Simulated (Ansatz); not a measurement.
# CH2N: the cost of one run

Method: def2-QZVPP, all electrons in the functionals, frozen cores in the correlation of double hybrids and RPA; program: Ansatz 0.2.0, Gaussian basis.

To be run: wB97M-V, B2PLYP, at charge 0, quartet; charge 0, doublet; charge 0, sextet; charge 1, triplet; charge 1, quintet.

## (1) The system

The geometry is a PBE0/def2-TZVP stationary point (not a proven minimum).

4 atoms, charge 0, spin multiplicity 4.

Atoms are counted from 1 here; the program's logs count them from 0.

Bond lengths: N1–C2 1.483 Å, C2–H3 1.088 Å, C2–H4 1.088 Å. Angles: N1–C2–H3 115.8°, N1–C2–H4 115.8°, H3–C2–H4 117.5°.

No dispersion term is added; wB97M-V holds VV10 nonlocal correlation.

The geometry shown and the zero of energy belong to the point charge 0, quartet. The yardstick, UCCSD(T), and other wave-function levels (R restricted, U unrestricted, valence and pair active spaces) come from earlier runs.

## (2) wB97M-V, charge 0, quartet

Contents of in.yaml:

```yaml
crystal:
  periodic: [false, false, false]
  atoms:
    - {symbol: N, position_ang: [-0.031501, 0.000001, 0.775533]}
    - {symbol: C, position_ang: [0.070814, -0.000001, -0.703585]}
    - {symbol: H, position_ang: [-0.203041, -0.930186, -1.196548]}
    - {symbol: H, position_ang: [-0.203042, 0.930183, -1.196550]}
basis:
  gaussian: {orbitals: "def2-QZVPP.json"}
magnetization: {spin_polarized: true, initial_magnetization: 3}
hamiltonian: {xc: {name: wB97M-V}}
output: {orbitals: {seedname: orbitals}}
```

Launch:

```bash
$ ansatz run in.yaml --threads 1 --pin off --events-out ev --progress --plain --max-ram 2393MiB
```

Q: Estimate wall time and peak memory on 1 thread of AMD EPYC, shared host.

About 20 s, with a peak of 0.31 GiB.
